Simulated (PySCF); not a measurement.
C4H8OS (charge -1 and doublet state).
Geometry (GFN2-xTB, Å), atoms numbered from 1 in this order:
```xyz
14
C4H8OS angstrom
C     -2.1641   -0.0814    0.1485
C     -0.6986    0.1484    0.4905
O      0.0577   -0.9572    0.0774
C      1.5005   -0.6766    0.0944
C      1.9497    0.4399   -0.7445
S      2.3240    1.9671   -0.0945
H     -2.5296   -0.9786    0.6452
H     -2.2752   -0.2136   -0.9253
H     -2.7592    0.7723    0.4669
H     -0.5819    0.2989    1.5800
H     -0.3295    1.0563   -0.0093
H      1.7886   -0.4973    1.1412
H      1.9108   -1.6444   -0.2355
H      1.8062    0.3658   -1.8172
```

The hyperfine couplings belong to this conformer and change with its torsions.

The species is `CCOC[CH][S-]` [radical] (charge -1).

Computed, not measured: UKS B3LYP, pcH-1 on C H O S, non-relativistic, mean-field spin-orbit, GIAO in PySCF. Whether the extra electron is bound in the gas phase wasn't checked; a finite basis holds it in any case. The geometry wasn't refined by DFT: couplings that depend on bond lengths, twists or pyramidal angles can differ widely from those at the functional's own minimum, by a factor of two or more for some ions and for spin on atoms past the first row. Stability of the SCF solution: not tested.

Question: Give the principal g shifts and their parts.

Answer: 
```tsv
Δg (ppt)	1	2	3
relativistic mass correction	-0.19	-0.19	-0.19
gauge correction	0.00	0.03	0.05
orbital Zeeman/spin–orbit	-0.39	7.56	15.10
total	-0.58	7.40	14.96
```

So g = 2.00174, 2.00972, 2.01728 and g_iso = 2.00958; the tensor is rhombic: the two nearest values differ by 49 % of g3 − g1. Axes: g3 points within 4° of the C5–S6 bond.

Question: What effective moment and Curie constant follow for a powder?

Answer: With the mean of g² = 4.0384 and S(S+1) = 0.75: μ_eff = √(⟨g²⟩S(S+1)) = 1.740 μB and χT = 0.12505·⟨g²⟩·S(S+1) = 0.379 cm³ K/mol (cgs; spin-Hamiltonian part alone).

Question: At 9.61 GHz, how far is the centre of the isotropic spectrum from where a free electron (g = 2.002319) resonates?

Answer: B = hν/(g μB) with μB/h = 13.99624 MHz/mT gives 342.91 mT for the free electron and 341.67 mT at g_iso, 1.24 mT lower.

Question: In a frozen sample, at which fields do the three g values resonate at 9.5, 34, 94 and 263 GHz (hyperfine left aside), and which band first spreads them over more than twice a line width of 0.5 mT?

Answer: 
```csv
band,GHz,B(g3) mT,B(g2) mT,B(g1) mT,spread mT
X,9.5,336.47,337.74,339.08,2.61
Q,34.0,1204.21,1208.74,1213.56,9.35
W,94.0,3329.29,3341.81,3355.12,25.84
J,263.0,9314.92,9349.95,9387.21,72.29
```

The spread grows in proportion to the frequency. X band is the first where it exceeds 1.0 mT.

The largest Mulliken spin populations are on C5 (+0.60) and S6 (+0.39). The angles at C5 add up to 358.3°, so it is nearly planar; its axial dipolar tensor and the negative coupling of its proton fit spin in a p orbital normal to that plane.

The HOMO–LUMO gaps are 3.46 eV among the α and 4.00 eV among the β orbitals.
